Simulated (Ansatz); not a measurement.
Born–Oppenheimer molecular dynamics of H6OSi2 (9 atoms, charge 0, multiplicity 1). It starts from a relaxed structure.

The calculation used Ansatz 0.2.0, RKS PBE/cc-pVDZ.

```json
{"ensemble": "NVT, Langevin thermostat", "time step": "1 fs", "steps asked": "100", "set temperature": "400 K", "friction": "0.02 /fs", "seed": "968072"}
```

Frames 1 fs apart, positions in Å.

Velocities at 80 fs (Å/ps):

```
Si 3.16 4.42 2.87
H 28.01 12.58 -1.14
H 31.40 4.77 1.65
H -22.61 -13.46 -1.25
O -3.34 -2.78 0.42
Si -1.49 -4.29 -0.92
H -3.21 22.00 -41.37
H 22.80 16.12 5.94
H -33.53 34.45 -24.70
```

```xyz
9
Properties=species:S:1:pos:R:3 time_fs=80 energy_less_start_eV=0.265 T=473
Si 0.346 -0.179 0.059
H 0.655 -0.293 1.529
H 1.729 -0.014 -0.575
H -0.527 1.130 -0.168
O -0.584 -1.448 -0.561
Si -1.642 -2.408 0.337
H -1.443 -2.356 1.893
H -3.075 -1.928 0.054
H -1.698 -3.820 -0.221
9
Properties=species:S:1:pos:R:3 time_fs=81 energy_less_start_eV=0.268 T=470
Si 0.349 -0.174 0.062
H 0.680 -0.286 1.532
H 1.759 -0.008 -0.574
H -0.544 1.111 -0.173
O -0.587 -1.450 -0.560
Si -1.643 -2.412 0.337
H -1.448 -2.334 1.845
H -3.050 -1.909 0.060
H -1.728 -3.786 -0.243
9
Properties=species:S:1:pos:R:3 time_fs=82 energy_less_start_eV=0.311 T=370
Si 0.352 -0.168 0.065
H 0.701 -0.287 1.539
H 1.779 -0.002 -0.570
H -0.552 1.085 -0.177
O -0.588 -1.453 -0.560
Si -1.645 -2.417 0.337
H -1.453 -2.318 1.795
H -3.024 -1.887 0.066
H -1.752 -3.758 -0.257
9
Properties=species:S:1:pos:R:3 time_fs=83 energy_less_start_eV=0.383 T=300
Si 0.354 -0.162 0.067
H 0.719 -0.293 1.546
H 1.788 0.004 -0.560
H -0.553 1.054 -0.178
O -0.588 -1.454 -0.561
Si -1.646 -2.421 0.337
H -1.454 -2.306 1.756
H -2.996 -1.863 0.072
H -1.770 -3.740 -0.266
9
Properties=species:S:1:pos:R:3 time_fs=84 energy_less_start_eV=0.443 T=253
Si 0.357 -0.154 0.069
H 0.734 -0.301 1.548
H 1.788 0.009 -0.546
H -0.550 1.023 -0.176
O -0.588 -1.454 -0.564
Si -1.648 -2.425 0.336
H -1.446 -2.297 1.733
H -2.972 -1.837 0.075
H -1.789 -3.735 -0.276
9
Properties=species:S:1:pos:R:3 time_fs=85 energy_less_start_eV=0.465 T=213
Si 0.359 -0.147 0.070
H 0.743 -0.310 1.543
H 1.781 0.009 -0.530
H -0.549 0.993 -0.174
O -0.587 -1.455 -0.565
Si -1.650 -2.428 0.334
H -1.431 -2.290 1.725
H -2.957 -1.814 0.079
H -1.804 -3.743 -0.285
9
Properties=species:S:1:pos:R:3 time_fs=86 energy_less_start_eV=0.447 T=238
Si 0.361 -0.140 0.072
H 0.749 -0.320 1.533
H 1.766 0.007 -0.512
H -0.547 0.970 -0.175
O -0.586 -1.455 -0.566
Si -1.652 -2.430 0.331
H -1.413 -2.287 1.732
H -2.953 -1.788 0.085
H -1.812 -3.762 -0.292
9
Properties=species:S:1:pos:R:3 time_fs=87 energy_less_start_eV=0.412 T=287
Si 0.362 -0.134 0.073
H 0.750 -0.336 1.521
H 1.748 0.006 -0.496
H -0.546 0.955 -0.177
O -0.583 -1.456 -0.565
Si -1.654 -2.431 0.327
H -1.392 -2.292 1.754
H -2.958 -1.758 0.092
H -1.817 -3.789 -0.298
9
Properties=species:S:1:pos:R:3 time_fs=88 energy_less_start_eV=0.387 T=291
Si 0.364 -0.127 0.074
H 0.746 -0.353 1.511
H 1.731 0.005 -0.487
H -0.550 0.953 -0.177
O -0.580 -1.457 -0.565
Si -1.657 -2.432 0.323
H -1.368 -2.303 1.783
H -2.970 -1.728 0.102
H -1.817 -3.819 -0.299
9
Properties=species:S:1:pos:R:3 time_fs=89 energy_less_start_eV=0.377 T=347
Si 0.365 -0.122 0.075
H 0.741 -0.372 1.505
H 1.715 0.004 -0.484
H -0.558 0.967 -0.174
O -0.575 -1.459 -0.564
Si -1.661 -2.433 0.319
H -1.341 -2.320 1.814
H -2.985 -1.702 0.118
H -1.811 -3.847 -0.295
9
Properties=species:S:1:pos:R:3 time_fs=90 energy_less_start_eV=0.381 T=378
Si 0.367 -0.117 0.076
H 0.735 -0.392 1.503
H 1.703 0.001 -0.485
H -0.565 0.996 -0.170
O -0.569 -1.460 -0.562
Si -1.665 -2.434 0.313
H -1.314 -2.341 1.843
H -2.998 -1.680 0.137
H -1.799 -3.873 -0.284
9
Properties=species:S:1:pos:R:3 time_fs=91 energy_less_start_eV=0.394 T=390
Si 0.369 -0.114 0.076
H 0.728 -0.408 1.504
H 1.701 -0.002 -0.496
H -0.572 1.030 -0.163
O -0.563 -1.461 -0.560
Si -1.670 -2.436 0.307
H -1.284 -2.360 1.862
H -3.008 -1.659 0.159
H -1.782 -3.893 -0.267
```

Of the whole run (100 fs, mean temperature of the second half 376 K): A run of 0.1 ps of so small a system gives no equilibrium averages.

The run took 98 s on 1 thread of Intel(R) Xeon(R) 6975P-C (Granite Rapids), on a shared host, peak memory 0.13 GiB.
